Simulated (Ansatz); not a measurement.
phosphine (SMILES P) moved off its minimum; all values from Ansatz (a program for electronic structure), cores frozen in correlated methods.
(charge 0, multiplicity 1)
```xyz
4

P     -0.0197    -0.0211     0.2034
H     -0.5419     1.1156    -0.4977
H      0.9560    -0.0585    -0.7625
H     -0.7361    -0.9105    -0.6079
```

| level | largest force (eV/Å) | on atom | rms difference from CCSD(T)/aug-cc-pV(T+d)Z (eV/Å) | dipole (D) |
|---|---|---|---|---|
| HF/def2-TZVPP | 1.24 | H3 | 0.298 | 0.56 |
| PBE/def2-TZVPP | 1.46 | H3 | 0.229 | 0.61 |
| r2SCAN/def2-TZVPP | 1.28 | H3 | 0.066 | 0.64 |
| B3LYP/def2-TZVPP | 1.27 | H3 | 0.014 | 0.54 |
| wB97M-V/def2-TZVPP | 1.17 | H3 | 0.052 | 0.50 |
| MP2/aug-cc-pV(T+d)Z | 1.15 | H3 | 0.102 | 0.52 |
| CCSD(T)/aug-cc-pV(T+d)Z | 1.26 | H3 | 0.000 | 0.51 |

The differences count from one level among others, with limits of its own. Forces at CCSD(T)/aug-cc-pV(T+d)Z (eV/Å):

| atom | Fx | Fy | Fz |
|---|---|---|---|
| P1 | -0.510 | 0.544 | 0.030 |
| H2 | -0.172 | -0.170 | 0.379 |
| H3 | 1.185 | -0.088 | -0.420 |
| H4 | -0.503 | -0.286 | 0.011 |
